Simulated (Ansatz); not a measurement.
**Which is lower?**

Two isomers of SiH3S (charge -1), singlet, relaxed at PBE0-D4/def2-TZVPD (vibrations not checked).

A:

```xyz
5
angstrom
Si -0.0063 0.0012 -0.0008
S 1.9867 -0.3735 0.2447
H -0.9357 -0.6192 1.0217
H -0.6202 -0.4649 -1.3047
H -0.4245 1.4564 0.0390
```

B:

Si1  (0.036, -0.873, -0.214)
S2  (0.313, 1.353, 0.196)
H3  (-0.590, -1.193, 1.154)
H4  (-1.335, -0.722, -0.894)
H5  (1.577, 1.434, -0.242)
(Å)

Computed with Ansatz 0.2.0 (basis: def2-TZVPPD); correlated methods freeze the cores. B3LYP uses VWN-RPA correlation.

Which structure is lower at CCSD(T), and by how much? (An estimate is asked for; the value comes from the calculation.)

By the calculation: A, by 28.89 kcal/mol (electronic energy, against the other). By their contacts, A is SiH₃S ([SiH3][S]), total charge -1 and B is SiH₃S ([SiH2][SH]), total charge -1.

All methods give the same order:

```csv
method,E(B) − E(A) (kcal/mol)
PBE-D4,26.15
r2SCAN-D4,30.16
PBE0-D4,28.19
B3LYP-D4,28.40
wB97M-V,28.46
HF,33.60
MP2,32.02
CCSD,29.23
CCSD(T),28.89
```

T1 diagnostic: at most 0.014.

Labels in which every atom is bracketed show which atoms are joined, not bond orders.
